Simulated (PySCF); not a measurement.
**Solvent effects on NMR parameters**

Bonds (- single, = double, # triple, : aromatic): B1-N2 1.387 Å. B1 carries H3, H4; N2 carries H5, H6.

GIAO PBE0/pcSseg-1 in PySCF 2.14.0 with density-fitted response routines on one PBE0-D3(BJ)/def2-SVP conformer, non-relativistic, equivalent nuclei averaged. Solvents enter as an IEF-PCM continuum (benzene with ε = 2.3, tetrahydrofuran with ε = 7.4) around the gas-phase geometry. Shifts are referred to BF3·OEt2, TMS computed in the same medium.

Gas phase, δ in ppm: B1 38.1, H3/H4 4.81, H5/H6 4.46. Dipole moment 2.08 D.

**Question.** How does each δ change in the continuum?

**Answer.** 
```tsv
atoms	environment	Δδ, benzene	Δδ, tetrahydrofuran
B1	boron bonded to N, 2 H	-0.5	-0.9
H3/H4	hydrogen on a boron bonded to N	-0.10	-0.18
H5/H6	hydrogen on a nitrogen bonded to B	+0.33	+0.61
```

Changes are relative to the gas phase. The dipole moment becomes 2.31 D in benzene, 2.50 D in tetrahydrofuran.

**Question.** Which of the listed nuclei move most (in ppm), and what does the model miss? (N and O are left out, as their reference compounds move with the solvent too.)

**Answer.** B1 (boron bonded to N, 2 H, -0.9 ppm) in tetrahydrofuran. A continuum only polarises the solute; specific hydrogen bonds, the anisotropy of aromatic solvents and changes of geometry or conformer are outside it.
